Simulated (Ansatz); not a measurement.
Basis-set extrapolation for `C=C1C=C(F)S1` (PBE0-D4/def2-TZVP geometry, frozen core, Ansatz). Multiplicity 1, RHF reference.

```
                      def2-TZVPP   def2-QZVPP
                 HF  -650.212251  -650.234242
    MP2 correlation    -1.040651    -1.120085
CCSD(T) correlation    -1.120509      not run
```

Energies in hartree. Use E(X) = E(∞) + A·exp(−7.88·√X) for Hartree–Fock and E(X) = E(∞) + B·X^(−2.97) for correlation, with X = 3 and 4, and add CCSD(T) minus MP2 of the smaller set to the MP2 limit.

Question: What is the CCSD(T) energy at the basis-set limit?

Answer: HF limit: -650.234242 + (-0.021991) × 0.13774 = -650.23727. MP2 limit: -1.120085 + (-0.079434) × 0.74074 = -1.17892. Higher-order term: -1.120509 − (-1.040651) = -0.07986. Total: -651.49605 hartree, 4.44 eV below CCSD(T)/def2-TZVPP.
